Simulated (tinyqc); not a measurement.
Worked calculation: UHF in the sto-3g basis, for BH, spin multiplicity 1. This run ends on a higher stationary point, not on the lowest solution. Computed by tinyqc, a small Python program that keeps every step (integrals from PySCF). Settings: charge = 0, multiplicity = 1, basis = sto-3g, energy threshold = 1e-09, iteration cap = 53, orthogonalisation = symmetric, start = Wolfsberg-Helmholz matrix, DIIS depth = 3, DIIS from iteration = 3, method = UHF, break = 0.2. Command: `OMP_NUM_THREADS=1 python tinyqc.py 28363 28364 out.jsonl` (the two numbers bound the seeds that draw the settings). One thread of a shared host (Intel(R) Xeon(R) Processor @ 2.60GHz), about 0.2 s of CPU time with the checks.

Geometry (angstrom):
```
atom         x         y         z
B     0.000000  0.000000  0.000000
H     0.000000  0.000000  1.579000
```

Stop when the energy changes by less than 1e-09 hartree and every element of the error matrix X^T (F D S - S D F) X (for each spin) is below 9e-06.

Course of the cycle:
```
iteration   E (hartree)     change  largest element of the error matrix
1          -24.18812277          -                             1.96e-01
2          -24.36006539  -1.72e-01                             4.87e-02
3          -24.40302629  -4.30e-02                             2.99e-02
4          -24.41935154  -1.63e-02                             3.15e-02
5          -24.43377451  -1.44e-02                             3.00e-02
6          -24.45077660  -1.70e-02                             1.61e-02
7          -24.45516226  -4.39e-03                             2.80e-03
8          -24.45528370  -1.21e-04                             4.44e-04
9          -24.45528684  -3.14e-06                             1.23e-05
10         -24.45528684  -1.28e-09                             1.61e-06
11         -24.45528684  -2.74e-11                             6.53e-08
```

Can the last value be used, and what does the course show?

No, though the log alone does not show it. Converged in 11 iterations. But the solution lies 0.25700 hartree above the reference: it is another stationary point, not the lowest one. Reruns (cap 100 unless said): DIIS 8: converged in 11 to a higher stationary point; damping 0.5: not converged; level shift 0.5: converged in 77 to a higher stationary point; atomic densities as start, DIIS 8: converged in 7 to a higher stationary point. PySCF UHF in the same basis, after a stability check = -24.71229118 hartree.
